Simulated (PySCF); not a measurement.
## BP⁻: input and log

State: ²Σ⁺ (doublet), unpaired electrons σ ↑.

An equivalent input (the run itself took its basis sets from the Basis Set Exchange, started from a PBE0 density and held the occupation σ 7α 6β, πx 2α 2β, πy 2α 2β):

```python
from pyscf import gto, dft
mol = gto.M(atom='B 0 0 0; P 0 0 1.707', basis={'B': 'aug-pcseg-1', 'P': 'aug-pcseg-1'},
            charge=-1, spin=1, verbose=4, symmetry='C2v')
mf = dft.UKS(mol, xc='R2SCAN')
mf.grids.atom_grid = (80, 434)
mf.grids.prune = dft.gen_grid.treutler_prune
mf.irrep_nelec = {'A1': (7, 6), 'B1': (2, 2), 'B2': (2, 2)}
mf.conv_tol = 1e-9
mf.max_cycle = 60
mf.diis_space = 10
mf.kernel()
```

The log (some set-up lines and the per-cycle HOMO/LUMO lines removed):

```
******** <class 'pyscf.dft.uks_symm.SymAdaptedUKS'> ********
method = SymAdaptedUKS
damping factor = 0
level_shift factor = 0
DIIS = <class 'pyscf.scf.diis.CDIIS'>
diis_start_cycle = 1
diis_space = 10
diis_damp = 0
SCF conv_tol = 1e-09
SCF conv_tol_grad = None
SCF max_cycles = 60
number electrons alpha = 11  beta = 10
Set gradient conv threshold to 3.16228e-05
init E= -366.074186405047
cycle= 1 E= -366.074436137273  delta_E= -0.00025  |g|= 0.00354  |ddm|=  0.1
cycle= 2 E= -366.074394230142  delta_E= 4.19e-05  |g|= 0.00822  |ddm|= 0.0177
cycle= 3 E= -366.074446972931  delta_E= -5.27e-05  |g|= 0.00238  |ddm|= 0.0143
cycle= 4 E= -366.074452154708  delta_E= -5.18e-06  |g|= 0.000548  |ddm|= 0.00413
cycle= 5 E= -366.07445292177  delta_E= -7.67e-07  |g|= 0.000162  |ddm|= 0.00241
cycle= 6 E= -366.074453095989  delta_E= -1.74e-07  |g|= 0.000107  |ddm|= 0.00151
cycle= 7 E= -366.074453156895  delta_E= -6.09e-08  |g|= 3.02e-05  |ddm|= 0.00112
cycle= 8 E= -366.074453163725  delta_E= -6.83e-09  |g|= 9.97e-06  |ddm|= 0.000493
cycle= 9 E= -366.074453163897  delta_E= -1.73e-10  |g|= 6.45e-07  |ddm|= 6.2e-05
Extra cycle  E= -366.074453163898  delta_E= -9.09e-13  |g|= 4.38e-07  |ddm|= 3.76e-06
converged SCF energy = -366.074453163898  <S^2> = 0.78319969  2S+1 = 2.0329286
```

Repeating this along the bond gives Re = 1.707 Å and ωe = 1046 cm⁻¹.

A point of this curve took 0.68 CPU seconds beside 0.055 for the integrals, on Oxide Virtual Turin-like (shared host).

The highest Kohn–Sham level is positive in this anion. Much of that is self-interaction error, but it also means that the finite basis helps to hold the extra electron. The state is the lowest determinant that a PBE0 search found; another state may lie lower at other levels.
